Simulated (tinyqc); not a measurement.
Worked calculation: RKS/PBE in the sto-6g basis, for H2O, spin multiplicity 1. Computed by tinyqc, a small Python program that keeps every step (integrals from PySCF). Settings: charge = 0, multiplicity = 1, basis = sto-6g, energy threshold = 1e-08, iteration cap = 82, orthogonalisation = symmetric, start = core, DIIS depth = 3, method = RKS, functional = pbe,pbe, grid = [40, 14]. Command: `OMP_NUM_THREADS=1 python tinyqc.py 28109 28110 out.jsonl` (the two numbers bound the seeds that draw the settings). One thread of a shared host (Intel(R) Xeon(R) Processor @ 2.60GHz), about 1 s of CPU time with the checks.

Geometry (angstrom):
```
atom         x          y         z
O     0.000000   0.000000  0.000000
H     0.000000   0.817000  0.534000
H     0.000000  -0.817000  0.534000
```

Stop when the energy changes by less than 1e-08 hartree and every element of the error matrix X^T (F D S - S D F) X is below 3e-05.

Course of the cycle:
```
iteration   E (hartree)     change  largest element of the error matrix
1          -74.20998453          -                             6.83e-01
2          -75.13779233  -9.28e-01                             6.75e-01
3          -75.95278418  -8.15e-01                             1.94e-02
4          -75.95344670  -6.63e-04                             4.32e-03
5          -75.95346433  -1.76e-05                             8.11e-04
6          -75.95346517  -8.33e-07                             6.24e-05
7          -75.95346517  -6.22e-09                             1.25e-06
```

Can the last value be used, and what does the course show?

Yes. Converged in 7 iterations. The coarse grid moves the energy by -9.12e-03 hartree. PySCF RKS in the same basis, fine grid = -75.94434483 hartree, which differs from a converged run on this coarse grid by the grid error.
